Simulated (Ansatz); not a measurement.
Ansatz (a first-principles code) input (PBE/6-31G*):

Ansatz 0.2 input:
```yaml
crystal:
  periodic: [false, false, false]
  atoms:
    - {symbol: C, position_ang: [-0.12186025, -1.69074357, 0.02215318]}
    - {symbol: C, position_ang: [0.54218933, -0.56026688, 0.01153545]}
    - {symbol: C, position_ang: [-0.07823455, 0.72517373, -0.01044128]}
    - {symbol: H, position_ang: [0.10845327, -2.74335182, 0.03814959]}
    - {symbol: H, position_ang: [1.63433789, -0.55645278, 0.01934692]}
    - {symbol: N, position_ang: [-0.54219405, 1.77926070, -0.02814008]}
basis:
  gaussian:
    orbitals: 6-31G*
hamiltonian:
  xc: {name: PBE}
magnetization: {spin_polarized: true, initial_magnetization: 1}
relax: {f_tol: 0.003, max_steps: 120}
```

From the last part of the output:

```
mean field evaluation 8: about -4623.9617 eV, gradient 3.7e-1 eV
mean field evaluation 16: about -4623.9166 eV, gradient 2.6e-4 eV
mean field -4623.91662373 eV, -169.9258017188 hartree, gradient 2.0e-5 eV, S^2 0.761940; 0 other end points of the search recorded, 0 dependent functions left out
the calculation of the forces begins
reference -4623.91664293 eV, -169.9258024243 hartree; 14, 13 occupied and 50, 51 virtual orbitals, 749 factors
relax step   1: F+E_penalty+E_count = -4623.91662373 eV  Δ(F+E_penalty+E_count) = +0.000e0 eV  max|allowed force component| = 2.682e0 eV/Å  Δτ_max = 0.0000 Å  (35 SCF iters, accepted)
these checks for a lower state are left out or cut short: starts, cluster_reference, orbital_swaps, neighbouring_geometries, increment
integrals: 0.02 GiB planned
749 factors; their error is unknown
mean field: 0.16 GiB planned
mean field -4623.96617775 eV, -169.9276227956 hartree, gradient 2.0e-5 eV, S^2 0.763106; 0 other end points of the search recorded, 0 dependent functions left out
the calculation of the forces begins
reference -4623.96619701 eV, -169.9276235034 hartree; 14, 13 occupied and 50, 51 virtual orbitals, 749 factors
relax step   2: F+E_penalty+E_count = -4623.96617775 eV  Δ(F+E_penalty+E_count) = -4.955e-2 eV  max|allowed force component| = 2.059e-1 eV/Å  Δτ_max = 0.0283 Å  (38 SCF iters, accepted)
these checks for a lower state are left out or cut short: starts, cluster_reference, orbital_swaps, neighbouring_geometries, increment
integrals: 0.02 GiB planned
749 factors; their error is unknown
mean field: 0.16 GiB planned
mean field evaluation 32: about -4623.9673 eV, gradient 2.7e-4 eV
mean field -4623.96725860 eV, -169.9276625159 hartree, gradient 2.3e-5 eV, S^2 0.763377; 0 other end points of the search recorded, 0 dependent functions left out
the calculation of the forces begins
reference -4623.96727786 eV, -169.9276632239 hartree; 14, 13 occupied and 50, 51 virtual orbitals, 749 factors
relax step   3: F+E_penalty+E_count = -4623.96725860 eV  Δ(F+E_penalty+E_count) = -1.081e-3 eV  max|allowed force component| = 5.630e-2 eV/Å  Δτ_max = 0.0038 Å  (32 SCF iters, accepted)
these checks for a lower state are left out or cut short: starts, cluster_reference, orbital_swaps, neighbouring_geometries, increment
integrals: 0.02 GiB planned
749 factors; their error is unknown
mean field: 0.16 GiB planned
mean field -4623.96724205 eV, -169.9276619077 hartree, gradient 1.4e-5 eV, S^2 0.763407; 0 other end points of the search recorded, 0 dependent functions left out
the calculation of the forces begins
reference -4623.96726130 eV, -169.9276626150 hartree; 14, 13 occupied and 50, 51 virtual orbitals, 749 factors
relax step   4: F+E_penalty+E_count = -4623.96724205 eV  Δ(F+E_penalty+E_count) = +1.655e-5 eV  max|allowed force component| = 4.511e-2 eV/Å  Δτ_max = 0.0042 Å  (29 SCF iters, rejected (line search))
these checks for a lower state are left out or cut short: starts, cluster_reference, orbital_swaps, neighbouring_geometries, increment
integrals: 0.02 GiB planned
749 factors; their error is unknown
mean field: 0.16 GiB planned
mean field -4623.96737466 eV, -169.9276667810 hartree, gradient 1.1e-5 eV, S^2 0.763416; 0 other end points of the search recorded, 0 dependent functions left out
the calculation of the forces begins
reference -4623.96739392 eV, -169.9276674888 hartree; 14, 13 occupied and 50, 51 virtual orbitals, 749 factors
relax step   5: F+E_penalty+E_count = -4623.96737466 eV  Δ(F+E_penalty+E_count) = -1.161e-4 eV  max|allowed force component| = 1.814e-2 eV/Å  Δτ_max = 0.0021 Å  (31 SCF iters, accepted)
these checks for a lower state are left out or cut short: starts, cluster_reference, orbital_swaps, neighbouring_geometries, increment
integrals: 0.02 GiB planned
749 factors; their error is unknown
mean field: 0.16 GiB planned
mean field -4623.96745074 eV, -169.9276695769 hartree, gradient 2.7e-5 eV, S^2 0.763428; 0 other end points of the search recorded, 0 dependent functions left out
the calculation of the forces begins
reference -4623.96747000 eV, -169.9276702846 hartree; 14, 13 occupied and 50, 51 virtual orbitals, 749 factors
relax step   6: F+E_penalty+E_count = -4623.96745074 eV  Δ(F+E_penalty+E_count) = -7.608e-5 eV  max|allowed force component| = 7.968e-3 eV/Å  Δτ_max = 0.0041 Å  (28 SCF iters, accepted)
these checks for a lower state are left out or cut short: starts, cluster_reference, orbital_swaps, neighbouring_geometries, increment
integrals: 0.02 GiB planned
749 factors; their error is unknown
mean field: 0.16 GiB planned
mean field -4623.96746084 eV, -169.9276699481 hartree, gradient 1.3e-5 eV, S^2 0.763425; 0 other end points of the search recorded, 0 dependent functions left out
the calculation of the forces begins
reference -4623.96748010 eV, -169.9276706559 hartree; 14, 13 occupied and 50, 51 virtual orbitals, 749 factors
relax step   7: F+E_penalty+E_count = -4623.96746084 eV  Δ(F+E_penalty+E_count) = -1.010e-5 eV  max|allowed force component| = 2.625e-3 eV/Å  Δτ_max = 0.0019 Å  (27 SCF iters, accepted)
integrals: 0.02 GiB planned
749 factors; their error is unknown
mean field: 0.16 GiB planned
mean field evaluation 64: about -4624.0141 eV, gradient 1.6e-1 eV
mean field -4623.96746084 eV, -169.9276699481 hartree, gradient 1.3e-5 eV, S^2 0.763425; 1 other end points of the search recorded, 0 dependent functions left out
the calculation of the forces begins
reference -4623.96748010 eV, -169.9276706559 hartree; 14, 13 occupied and 50, 51 virtual orbitals, 749 factors
Total energy: -4623.96748010 eV, -169.9276706559 hartree
Atom 0 at    -0.134459    -1.703354     0.022234 Å, force    -0.000095    -0.000341     0.000004 eV/Å
Atom 1 at     0.542249    -0.559456     0.011525 Å, force     0.002166    -0.001797     0.000040 eV/Å
Atom 2 at    -0.076948     0.731331    -0.010516 Å, force    -0.001268     0.002625    -0.000045 eV/Å
Atom 3 at     0.115291    -2.764275     0.038484 Å, force     0.000005     0.000158    -0.000002 eV/Å
Atom 4 at     1.647449    -0.558332     0.019467 Å, force    -0.000721    -0.000450     0.000001 eV/Å
Atom 5 at    -0.550890     1.807705    -0.028590 Å, force    -0.000087    -0.000195     0.000002 eV/Å
Dipole moment:     0.400073    -0.746053     0.013043 e Å
```
